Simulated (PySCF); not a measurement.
C4H2FN.
Geometry (PBE0-D3(BJ)/def2-SVP, Å), atoms numbered from 1 in this order:
```
atom  x, y, z in Å
N1     2.8139   -0.2386   -0.9185
C2     1.7181   -0.0586   -0.5824
C3     0.3959    0.1298   -0.1549
C4    -0.6910    0.8653   -0.1027
C5    -0.7694   -0.4463    0.5474
F6    -1.4733   -1.4415   -0.0576
H7    -1.1970    1.7863   -0.3849
H8    -0.7925   -0.5841    1.6368
```

The calculation used EOM-IP-CCSD/aug-cc-pVDZ in PySCF, restricted Hartree–Fock reference, frozen core, non-relativistic, gas phase, PBE0-D3(BJ)/def2-SVP geometry.

Hartree–Fock orbital energies give these Koopmans values (eV): HOMO 11.41, HOMO-1 12.49, HOMO-2 13.81, HOMO-3 14.55, HOMO-4 15.48, HOMO-5 16.07, HOMO-6 17.90, HOMO-7 18.95.

Problem. What vertical ionisation energies does EOM-IP-CCSD give?

Solution. 
```
leading hole (HF orbital)  Koopmans (eV)  EOM-IP-CCSD (eV)  change (eV)  one-hole share
                     HOMO          11.41             11.40        -0.01            0.96
                   HOMO-1          12.49             11.67        -0.82            0.96
                   HOMO-2          13.81             12.71        -1.10            0.95
                   HOMO-5          16.07             13.57        -2.50            0.92
                   HOMO-3          14.55             13.96        -0.59            0.94
                   HOMO-4          15.48             14.17        -1.31            0.94
                   HOMO-6          17.90             15.82        -2.08            0.94
                   HOMO-7          18.95             16.37        -2.58            0.94
```

Problem. Does the order of the lines follow the orbital energies?

Solution. No: the HOMO-5 hole (13.57 eV) falls below the HOMO-3 hole (13.96 eV); the HOMO-5 hole (13.57 eV) falls below the HOMO-4 hole (14.17 eV). The corrections run from -2.58 to -0.01 eV, with a mean of -1.37 eV over the 8 lines; no line lies above its Koopmans value.

Problem. At what kinetic energies would He I light (21.22 eV) eject these electrons?

Solution. 9.82 eV (HOMO), 9.55 eV (HOMO-1), 8.51 eV (HOMO-2), 7.65 eV (HOMO-5), 7.26 eV (HOMO-3), 7.05 eV (HOMO-4), 5.40 eV (HOMO-6), 4.85 eV (HOMO-7).

Problem. What total energy has the lowest final state, and which wavelength reaches it?

Solution. E(CCSD) + ionisation energy = -307.35298 + 0.41876 = -306.93422 Eh, at the geometry of the initial state. The threshold wavelength is 1239.84 eV nm/11.40 eV = 108.8 nm.

One root was sought for each valence orbital with −ε under 21 eV, eight at most, so deeper holes and satellites are missing; no vibrational structure.
